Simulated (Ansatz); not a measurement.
Counterpoise correction, worked out

The pair of H2O (SMILES O, atoms 1–3) and F2 (SMILES FF, atoms 4–5), both closed shells, in one local arrangement (a lower one may exist), relaxed at PBE0-D4/def2-TZVP:

O1  (-0.197, 0.169, -1.231)
H2  (0.648, 0.603, -1.376)
H3  (-0.047, -0.753, -1.452)
F4  (-0.227, 0.042, 1.339)
F5  (-0.177, -0.060, 2.720)
(Å)

Ansatz 0.2.0; basis: def2-TZVPPD; cores frozen in the correlated methods.

MP2 total energies in eV:

| system | geometry | basis functions | energy |
| --- | --- | --- | --- |
| pair | pair | all | -7499.88901 |
| H2O | as in the pair | all (partner as ghosts) | -2076.97687 |
| F2 | as in the pair | all (partner as ghosts) | -5422.88115 |
| H2O | as in the pair | its own | -2076.96952 |
| F2 | as in the pair | its own | -5422.87309 |
| H2O | free (PBE0-D4 minimum) | its own | -2076.96970 |
| F2 | free (PBE0-D4 minimum) | its own | -5422.86564 |

Problem. Work out the interaction energy with and without the counterpoise correction, the superposition error, and the binding energy from the relaxed fragments.

Solution. Without correction: -7499.88901 − (-2076.96952) − (-5422.87309) = -0.04640 eV.
With correction (each fragment in the whole basis): -7499.88901 − (-2076.97687) − (-5422.88115) = -0.03099 eV = -0.71 kcal/mol.
The superposition error is the difference, 0.01541 eV, 33 % of the uncorrected value: each fragment borrows its partner's functions.
Deformation from the free shapes: 0.00018 eV for H2O and -0.00745 eV for F2 (a small negative value is possible, since the free shapes are minima of another method).
Binding energy from relaxed fragments: -0.03099 + 0.00018 + (-0.00745) = -0.03826 eV = -0.88 kcal/mol (electronic, without zero-point energy; negative means bound). For comparison, the corrected interaction energy by CCSD(T) at an estimated basis limit (MP2 extrapolated from triple and quadruple zeta, plus CCSD(T) − MP2 in triple zeta) is -0.036 eV.

The T1 diagnostic stays at or below 0.013. The restricted Hartree–Fock reference is unstable towards an unrestricted one at one or more of these structures.

For scale, one of the runs: CCSD(T)/def2-TZVPPD, 154 basis functions, launched by `ansatz run in.yaml --threads 2 --pin off --events-out ev --progress --plain --max-ram 5222MiB`. Time: 26 s of wall clock on 2 CPU threads of an Arm Neoverse V1; the host was shared. Peak host memory: 1.2 GiB.
